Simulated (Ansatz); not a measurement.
# SiH+: geometry and frequencies at several levels, part 2 of 2

Aim: geometry and frequencies at several levels, for SiH+, with the cost of each level. Charge +1.

Ansatz 0.2.0, Gaussian bases.

### 9 Relaxation, B3LYP-D4/def2-TZVPP

Input file input.yaml:

```yaml
crystal:
  periodic: [false, false, false]
  atoms:
    - { symbol: Si, position_ang: [0.0, 0.0, -0.00847069] }
    - { symbol: H, position_ang: [0.0, 0.0, 1.51002069] }
total_charge: 1
basis:
  gaussian: { orbitals: def2-TZVPP }
hamiltonian:
  xc: { name: B3LYP }
  dispersion: d4
relax:
  f_tol: 0.002
  max_steps: 150
```

The run is started by

```
$ ansatz run input.yaml --threads 1 --pin off --max-ram 2560MiB --backend cpu --events-out ev --progress --plain --runs-dir out
```

Standard output, shortened:

```text
Warning: RAYON_NUM_THREADS=1 ignored (pool sized by the plan → 1); use --threads N
[...]
Functional definition: B3LYP
[...]
350 factors; their error is unknown
[...]
mean field -7883.67211329 eV, -289.7196064184 hartree, gradient 7.1e-5 eV, S^2 0.000000; 0 other end points of the search recorded, 0 dependent functions left out
[...]
reference -7883.67228489 eV, -289.7196127248 hartree; 7, 7 occupied and 49, 49 virtual orbitals, 350 factors
relax step   1: F+E_penalty+E_count = -7883.68062461 eV  Δ(F+E_penalty+E_count) = +0.000e0 eV  max|allowed force component| = 6.504e-2 eV/Å  Δτ_max = 0.0000 Å  (23 SCF iters, accepted)
[...]
relax step   2: F+E_penalty+E_count = -7883.68074931 eV  Δ(F+E_penalty+E_count) = -1.247e-4 eV  max|allowed force component| = 1.629e-2 eV/Å  Δτ_max = 0.0015 Å  (25 SCF iters, accepted)
[...]
relax step   3: F+E_penalty+E_count = -7883.68075758 eV  Δ(F+E_penalty+E_count) = -8.271e-6 eV  max|allowed force component| = 3.626e-5 eV/Å  Δτ_max = 0.0005 Å  (20 SCF iters, accepted)
350 factors; their error is unknown
[...]
mean field -7883.67224238 eV, -289.7196111625 hartree, gradient 4.2e-6 eV, S^2 0.000000; 1 other end points of the search recorded, 0 dependent functions left out
[...]
reference -7883.67241391 eV, -289.7196174661 hartree; 7, 7 occupied and 49, 49 virtual orbitals, 350 factors
Total energy: -7883.68092911 eV, -289.7199303939 hartree
Atom 0 at    -0.000000    -0.000000    -0.006431 Å, force    -0.000000    -0.000000    -0.000036 eV/Å
Atom 1 at     0.000000     0.000000     1.507981 Å, force     0.000000     0.000000     0.000036 eV/Å
Dipole moment:    -0.000000     0.000000     0.031910 e Å
```

Run time: 6.5 s. Hardware: 1 thread of AMD EPYC (Zen 3), shared host; peak memory 0.096 GiB.

Relaxation path:

| step | energy from step 1 (eV) | largest force component (eV/Å) |
| --- | --- | --- |
| 1 | 0.0000 | 0.0650 |
| 2 | -0.0001 | 0.0163 |
| 3 | -0.0001 | 0.0000 |

Step 1 is the start.

Before: Bond lengths: Si1–H2 1.518 Å.

After: Bond lengths: Si1–H2 1.514 Å.

### 10 Frequencies, B3LYP-D4/def2-TZVPP

Input file input.yaml:

```yaml
crystal:
  periodic: [false, false, false]
  atoms:
    - { symbol: Si, position_ang: [0.0, 0.0, -0.00643129] }
    - { symbol: H, position_ang: [0.0, 0.0, 1.50798129] }
total_charge: 1
basis:
  gaussian: { orbitals: def2-TZVPP }
hamiltonian:
  xc: { name: B3LYP }
  dispersion: d4
phonons: {}
```

The run is started by

```
$ ansatz run input.yaml --threads 1 --pin off --max-ram 2560MiB --backend cpu --events-out ev --progress --plain --runs-dir out
```

Standard output, shortened:

```text
Warning: RAYON_NUM_THREADS=1 ignored (pool sized by the plan → 1); use --threads N
[...]
[... 1 set-up line as earlier in the session ...]
[...]
350 factors; their error is unknown
[...]
mean field -7883.67224238 eV, -289.7196111625 hartree, gradient 7.0e-5 eV, S^2 0.000000; 0 other end points of the search recorded, 0 dependent functions left out
[...]
reference -7883.67241391 eV, -289.7196174661 hartree; 7, 7 occupied and 49, 49 virtual orbitals, 350 factors
[...]
350 factors; their error is unknown
[...]
mean field -7883.67224238 eV, -289.7196111625 hartree, gradient 1.1e-6 eV, S^2 0.000000; 0 other end points of the search recorded, 0 dependent functions left out
[...]
reference -7883.67241391 eV, -289.7196174661 hartree; 7, 7 occupied and 49, 49 virtual orbitals, 350 factors
[...]
350 factors; their error is unknown
[...]
reference -7883.67241391 eV, -289.7196174661 hartree; 7, 7 occupied and 49, 49 virtual orbitals, 350 factors
[...]
350 factors; their error is unknown
[...]
mean field -7883.67219474 eV, -289.7196094118 hartree, gradient 1.1e-6 eV, S^2 0.000000; 0 other end points of the search recorded, 0 dependent functions left out
[...]
reference -7883.67236632 eV, -289.7196157172 hartree; 7, 7 occupied and 49, 49 virtual orbitals, 350 factors
[...]
350 factors; their error is unknown
mean field -7883.67218935 eV, -289.7196092137 hartree, gradient 1.1e-6 eV, S^2 0.000000; 0 other end points of the search recorded, 0 dependent functions left out
[...]
reference -7883.67236083 eV, -289.7196155156 hartree; 7, 7 occupied and 49, 49 virtual orbitals, 350 factors
Total energy: -7883.68092911 eV, -289.7199303939 hartree
Atom 0 at     0.000000     0.000000    -0.006431 Å, force    -0.000000    -0.000000    -0.000036 eV/Å
Atom 1 at     0.000000     0.000000     1.507981 Å, force     0.000000     0.000000     0.000036 eV/Å
Dipole moment:    -0.000000    -0.000000     0.031910 e Å
Vibrations: 2121.15 cm⁻¹, zero-point energy 0.131494 eV
```

It took 18 s on 1 thread of AMD EPYC (Zen 3), shared host; peak memory 0.098 GiB.

Harmonic frequencies (cm⁻¹; negative: imaginary): 2121.

### 11 Relaxation, B2PLYP/def2-TZVPP

Input file input.yaml:

```yaml
crystal:
  periodic: [false, false, false]
  atoms:
    - { symbol: Si, position_ang: [0.0, 0.0, -0.00847069] }
    - { symbol: H, position_ang: [0.0, 0.0, 1.51002069] }
total_charge: 1
basis:
  gaussian: { orbitals: def2-TZVPP }
hamiltonian:
  xc: { name: B2PLYP }
relax:
  f_tol: 0.002
  max_steps: 150
```

The run is started by

```
$ ansatz run input.yaml --threads 1 --pin off --max-ram 2560MiB --backend cpu --events-out ev --progress --plain --runs-dir out
```

Standard output, shortened:

```text
Warning: RAYON_NUM_THREADS=1 ignored (pool sized by the plan → 1); use --threads N
[...]
Functional definition: B2PLYP
[...]
365 factors; integrals over basis functions are off by at most 3.5e-4 eV
[...]
mean field -7879.20579786 eV, -289.5554723540 hartree, gradient 1.0e-6 eV, S^2 0.000000; 0 other end points of the search recorded, 0 dependent functions left out
5 core orbitals not correlated: weight in the atoms' cores, before any rotation towards them, 1.000 or more for the frozen orbitals, at most 0.000 for the correlated occupied ones
reference -7879.20590636 eV, -289.5554763413 hartree; 2, 2 occupied and 49, 49 virtual orbitals, 365 factors
second order -2.41414441 eV of doubles, -0.00000000 eV of singles
[...]
relax step   1: F+E_penalty+E_count = -7879.85761686 eV  Δ(F+E_penalty+E_count) = +0.000e0 eV  max|allowed force component| = 1.976e-1 eV/Å  Δτ_max = 0.0000 Å  (34 SCF iters, accepted)
[...]
relax step   3: F+E_penalty+E_count = -7879.85881771 eV  Δ(F+E_penalty+E_count) = -6.335e-5 eV  max|allowed force component| = 2.761e-4 eV/Å  Δτ_max = 0.0014 Å  (28 SCF iters, accepted)
365 factors; integrals over basis functions are off by at most 3.6e-4 eV
mean field -7879.20763466 eV, -289.5555398550 hartree, gradient 1.4e-6 eV, S^2 0.000000; 1 other end points of the search recorded, 0 dependent functions left out
5 core orbitals not correlated: weight in the atoms' cores, before any rotation towards them, 1.000 or more for the frozen orbitals, at most 0.000 for the correlated occupied ones
reference -7879.20774301 eV, -289.5555438369 hartree; 2, 2 occupied and 49, 49 virtual orbitals, 365 factors
second order -2.41178906 eV of doubles, -0.00000000 eV of singles
[...]
Total energy: -7879.85892606 eV, -289.5794743725 hartree
Atom 0 at    -0.000000    -0.000000    -0.002437 Å, force     0.000000    -0.000000    -0.000276 eV/Å
Atom 1 at     0.000000     0.000000     1.503987 Å, force    -0.000000     0.000000     0.000276 eV/Å
Dipole moment:     0.000000    -0.000000     0.039006 e Å
```

Run time: 15 s. Hardware: 1 thread of AMD EPYC (Zen 3), shared host; peak memory 0.1 GiB.

Relaxation path:

| step | E - E(step 1) (eV) | largest force component (eV/Å) |
| --- | --- | --- |
| 1 | 0.0000 | 0.1976 |
| 2 | -0.0011 | 0.0460 |
| 3 | -0.0012 | 0.0003 |

Step 1 is the start.

Before: Bond lengths: Si1–H2 1.518 Å.

After: Bond lengths: Si1–H2 1.506 Å.

### 12 Frequencies, B2PLYP/def2-TZVPP

Input file input.yaml:

```yaml
crystal:
  periodic: [false, false, false]
  atoms:
    - { symbol: Si, position_ang: [0.0, 0.0, -0.0024368] }
    - { symbol: H, position_ang: [0.0, 0.0, 1.5039868] }
total_charge: 1
basis:
  gaussian: { orbitals: def2-TZVPP }
hamiltonian:
  xc: { name: B2PLYP }
phonons: {}
```

The run is started by

```
$ ansatz run input.yaml --threads 1 --pin off --max-ram 2560MiB --backend cpu --events-out ev --progress --plain --runs-dir out
```

Standard output, shortened:

```text
Warning: RAYON_NUM_THREADS=1 ignored (pool sized by the plan → 1); use --threads N
[...]
[... 1 set-up line as earlier in the session ...]
[...]
365 factors; integrals over basis functions are off by at most 3.6e-4 eV
[...]
mean field -7879.20763466 eV, -289.5555398550 hartree, gradient 1.0e-6 eV, S^2 0.000000; 0 other end points of the search recorded, 0 dependent functions left out
5 core orbitals not correlated: weight in the atoms' cores, before any rotation towards them, 1.000 or more for the frozen orbitals, at most 0.000 for the correlated occupied ones
reference -7879.20774301 eV, -289.5555438369 hartree; 2, 2 occupied and 49, 49 virtual orbitals, 365 factors
second order -2.41178905 eV of doubles, -0.00000000 eV of singles
[...]
365 factors; integrals over basis functions are off by at most 3.6e-4 eV
[...]
second order -2.41226857 eV of doubles, -0.00000000 eV of singles
[...]
365 factors; integrals over basis functions are off by at most 3.6e-4 eV
mean field -7879.20770949 eV, -289.5555426049 hartree, gradient 1.2e-6 eV, S^2 0.000000; 0 other end points of the search recorded, 0 dependent functions left out
5 core orbitals not correlated: weight in the atoms' cores, before any rotation towards them, 1.000 or more for the frozen orbitals, at most 0.000 for the correlated occupied ones
reference -7879.20781781 eV, -289.5555465857 hartree; 2, 2 occupied and 49, 49 virtual orbitals, 365 factors
second order -2.41131393 eV of doubles, -0.00000000 eV of singles
[...]
Total energy: -7879.85892605 eV, -289.5794743723 hartree
Atom 0 at     0.000000     0.000000    -0.002437 Å, force    -0.000000    -0.000000    -0.000276 eV/Å
Atom 1 at     0.000000     0.000000     1.503987 Å, force    -0.000000     0.000000     0.000276 eV/Å
Dipole moment:     0.000000     0.000000     0.039006 e Å
Vibrations: 2168.38 cm⁻¹, zero-point energy 0.134422 eV
```

Wall time 44 s (1 thread of AMD EPYC (Zen 3), shared host); peak memory 0.1 GiB.

Harmonic frequencies (cm⁻¹; negative: imaginary): 2168.

### 13 Geometries side by side

```tsv
level	Si1–H2 (Å)	rotational constants (MHz)	highest frequency (cm⁻¹)	CPU time
PBE0-D4/def2-TZVPP	1.5185	225310	2126	3.7 s
PBE-D4/def2-TZVPP	1.5327	221150	2048	3.6 s
r2SCAN-D4/def2-TZVPP	1.5168	225820	2118	5.8 s
B3LYP-D4/def2-TZVPP	1.5144	226520	2121	4 s
B2PLYP/def2-TZVPP	1.5064	228930	2168	9.6 s
```

Constants are for the commonest isotopes at the equilibrium geometry; times are CPU times of the relaxations.

### 14 Outcome

This closing draws on all 2 parts.

```
                        quantity      value
     Si1–H2 at B2PLYP/def2-TZVPP    1.506 Å
frequencies at B2PLYP/def2-TZVPP  2168 cm⁻¹
```

In words: The Si–H distance spreads over 0.026 Å, from B2PLYP/def2-TZVPP (shortest) to PBE-D4/def2-TZVPP. No mode is imaginary, so the geometry is a minimum.
